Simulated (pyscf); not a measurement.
`[Cl][SnH]([Cl])[Cl]` + `[NH3]` → `[NH2][Sn]([Cl])([Cl])[Cl]` + `[H][H]` (four-centre exchange; singlet surface; H–Sn, H–N broken, N–Sn, H–H formed). PySCF, gas phase, ωB97X-D3(BJ)/def2-SVP geometries. Energies in kcal/mol from the separated reactants.

| level | barrier | reaction energy |
|---|---|---|
| ωB97X-D3(BJ)/def2-TZVP | ___ | +2.7 |
| PBE/def2-TZVP | 31.6 | +4.8 |
| r²SCAN/def2-TZVP | 32.3 | +3.5 |
| B3LYP-D3(BJ)/def2-TZVP | 35.2 | +3.9 |
| ωB97M-D3(BJ)/def2-TZVP | 37.9 | +5.0 |
| HF/def2-TZVP | ___ | ___ |

Task: Some entries are withheld; supply them.

Result: 
- ωB97X-D3(BJ)/def2-TZVP, barrier: 35.7
- HF/def2-TZVP, barrier: 55.4
- HF/def2-TZVP, reaction energy: +8.1

The functionals in the table span 6.2 kcal/mol in this barrier, from PBE to ωB97M-D3(BJ). On the reactant side the descent ends in an adduct with a N–Sn contact (not fully relaxed), 14.8 kcal/mol under the separated species and 50.5 kcal/mol under the saddle at ωB97X-D3(BJ)/def2-TZVP. What is counted as formed (N–Sn) is already present as a longer contact in the reactant adduct; forming that adduct is a step of its own. At the saddle there is also a short H–Sn contact that neither side keeps. This is the saddle that the search found; another between the same sides may lie lower. Elements past Kr carry the def2 core potentials, without spin-orbit coupling.
